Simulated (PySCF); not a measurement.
# HS (SMILES [SH]): UB2PLYP/6-31G(d) (spherical functions)

What is the vertical doublet–quartet gap of HS at UB2PLYP/6-31G* (spherical functions)? The job is set up through a Python script.

The results are computed with PySCF 2.14.0.

12 further runs of the same task are left out: 1 that didn't finish, 11 set aside as unsound or not needed.

### Step 1. The structure to begin with

HS: 2 atoms, total charge 0, spin state doublet. SMILES: `[SH]`. The coordinates come from a PBE0-D4/def2-TZVP relaxation.

Bond lengths: S1–H2 1.346 Å.

### Step 2. The energy at UB2PLYP/6-31G(d) (spherical functions)

The input, job.py:

```python
# [SH]
from pyscf import gto, dft, mp

mol = gto.M(
    atom='S 0.574560 -0.187810 0.295460; H -0.574560 0.187810 -0.295460',
    spin=1,
    basis='6-31g*',
    verbose=3,
    charge=0,
    max_memory=1860,
)

mf = dft.UKS(mol, xc='0.53*HF + 0.47*B88, 0.73*LYP')
mf.grids.level = 5
mf.conv_tol = 1e-10
mf.kernel()
if not mf.converged:
    mf = mf.newton().run(mf.mo_coeff, mf.mo_occ)

pt = mp.MP2(mf, frozen=5).run()
e_tot = mf.e_tot + 0.27 * pt.e_corr
print('PT2 part  %.8f' % (0.27 * pt.e_corr))
print('E = %.10f Eh' % e_tot)
```

On the command line:

```console
$ OMP_NUM_THREADS=1 python job.py
```

Standard output:

```text
converged SCF energy = -398.540591030458  <S^2> = 0.75407764  2S+1 = 2.0040735
E(UMP2) = -398.659361799224  E_corr = -0.118770768766219
E(SCS-UMP2) = -398.661497747204  E_corr = -0.120906716746533
PT2 part  -0.03206811
E = -398.5726591380 Eh
```

Wall time 2.8 s (1 thread of AMD EPYC 7R43 (Zen 3), shared host); peak memory 0.18 GiB.

### Step 3. The quartet, same level

The input, run.py:

```python
from pyscf import gto, dft, mp

system = gto.M(
    atom=[
    ('S', (0.574560, -0.187810, 0.295460)),
    ('H', (-0.574560, 0.187810, -0.295460)),
],
    spin=3,
    verbose=3,
    max_memory=1860,
    charge=0,
    basis='6-31g*',
)

myscf = dft.UKS(system, xc='0.53*HF + 0.47*B88, 0.73*LYP')
myscf.grids.level = 5
myscf.conv_tol = 1e-10
myscf.kernel()
if not myscf.converged:
    myscf = myscf.newton().run(myscf.mo_coeff, myscf.mo_occ)

pt = mp.MP2(myscf, frozen=5).run()
etot = myscf.e_tot + 0.27 * pt.e_corr
print('PT2 part  %.8f' % (0.27 * pt.e_corr))
print('Final energy', etot)
```

On the command line:

```console
$ OMP_NUM_THREADS=1 python run.py
```

Standard output:

```text
WARN: HOMO 0.0644707141701859 >= LUMO -0.290002603428476

WARN: HOMO -0.102228601993782 >= LUMO -0.165487727946312

WARN: HOMO -0.0868445483312645 >= LUMO -0.124079972960967

WARN: HOMO -0.0888529320769138 >= LUMO -0.123626219760554

WARN: HOMO -0.088977102390952 >= LUMO -0.123561985005496

WARN: HOMO -0.0890126350889249 >= LUMO -0.123537994346833

WARN: HOMO -0.0890306389929421 >= LUMO -0.123536224911035

WARN: HOMO -0.089030271446914 >= LUMO -0.123537519492975

WARN: HOMO -0.0890303633405445 >= LUMO -0.123537545005997

WARN: HOMO -0.089030367403335 >= LUMO -0.123537553618147

converged SCF energy = -398.324665746803  <S^2> = 3.752436  2S+1 = 4.0012178
E(UMP2) = -398.423407379466  E_corr = -0.0987416326628853
E(SCS-UMP2) = -398.422909032688  E_corr = -0.0982432858848942
PT2 part  -0.02666024
Final energy -398.3513259876223
```

It took 2.4 s on 1 thread of AMD EPYC 7R43 (Zen 3), shared host; peak memory 0.17 GiB.

### Step 4. What came out

At UB2PLYP/6-31G* (spherical functions), 5 core orbitals frozen:

```
                                                         quantity          value
                                            doublet: total energy  -398.57266 Eh
                                doublet: dipole moment (SCF part)         1.07 D
doublet: HOMO energy (SCF part's orbitals) (highest over α and β)       -8.39 eV
 doublet: LUMO energy (SCF part's orbitals) (lowest over α and β)       -2.79 eV
                                                    doublet: ⟨S²⟩          0.754
                                            quartet: total energy  -398.35133 Eh
                                quartet: dipole moment (SCF part)         0.64 D
quartet: HOMO energy (SCF part's orbitals) (highest over α and β)       -2.42 eV
                                                    quartet: ⟨S²⟩          3.752
                 vertical energy of the quartet above the doublet       6.023 eV
```

At this shape the quartet lies 6.02 eV (139 kcal/mol) above the doublet.
